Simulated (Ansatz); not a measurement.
# A ladder of methods for SiHClF (SMILES F[SiH]Cl)

SiHClF: 4 atoms, total charge 0, spin state doublet. SMILES: `F[SiH]Cl`. The shape is that of a GFN2-xTB optimisation.

```csv
atom,x (Å),y (Å),z (Å)
F,-0.9929,-0.3423,1.0625
Si,-0.2049,-0.2232,-0.3474
Cl,1.7326,-0.5466,0.0755
H,-0.5348,1.1122,-0.7905
```

Each level gives the energy change with the F1–Si2 bond stretched from 1.620 to 2.025 Å (eV). The values are calculated.

```json
{"level": "USVWN5/STO-3G", "kind": "LDA", "program": "Ansatz", "value (eV)": "1.44", "less FCI/STO-3G": "+0.17", "CPU time (all runs)": "2.5 s"}
{"level": "UPBE/STO-3G", "kind": "GGA", "program": "Ansatz", "value (eV)": "1.23", "less FCI/STO-3G": "-0.04", "CPU time (all runs)": "4.6 s"}
{"level": "U-r2SCAN/STO-3G", "kind": "meta-GGA", "program": "Ansatz", "value (eV)": "1.40", "less FCI/STO-3G": "+0.13", "CPU time (all runs)": "13 s"}
{"level": "UB3LYP/STO-3G", "kind": "global hybrid", "program": "Ansatz", "value (eV)": "1.42", "less FCI/STO-3G": "+0.15", "CPU time (all runs)": "4.9 s"}
{"level": "UPBE0/STO-3G", "kind": "global hybrid", "program": "Ansatz", "value (eV)": "1.50", "less FCI/STO-3G": "+0.23", "CPU time (all runs)": "4.8 s"}
{"level": "U-wB97X/STO-3G", "kind": "range-separated hybrid", "program": "Ansatz", "value (eV)": "1.57", "less FCI/STO-3G": "+0.30", "CPU time (all runs)": "24 s"}
{"level": "UB2PLYP/STO-3G", "kind": "double hybrid", "program": "Ansatz", "value (eV)": "1.56", "less FCI/STO-3G": "+0.29", "CPU time (all runs)": "6.1 s"}
{"level": "UCCSDT/STO-3G", "kind": "coupled cluster or CI", "program": "Ansatz", "value (eV)": "1.27", "less FCI/STO-3G": "0.00", "CPU time (all runs)": "2.3 s"}
{"level": "FCI/STO-3G", "kind": "exact in the basis", "program": "Ansatz", "value (eV)": "1.27", "less FCI/STO-3G": "0.00", "CPU time (all runs)": "4.3 s"}
```

FCI/STO-3G is exact within its basis and frozen core, so for wave-function methods in that basis the difference is their error; functionals converge differently with the basis, so for them it is only a difference. The first shape isn't each level's own minimum. The values span 1.23 to 1.57 eV. Spin contamination of the reference (⟨S²⟩ at least 0.1 too high) touches UCCSDT/STO-3G. All rows use very small basis sets, so none should be taken for the real molecule's value. In so small a basis fixed costs decide the times, and correlated methods can beat functionals. CPU times are rough (shared hosts, several kinds of processor and program).
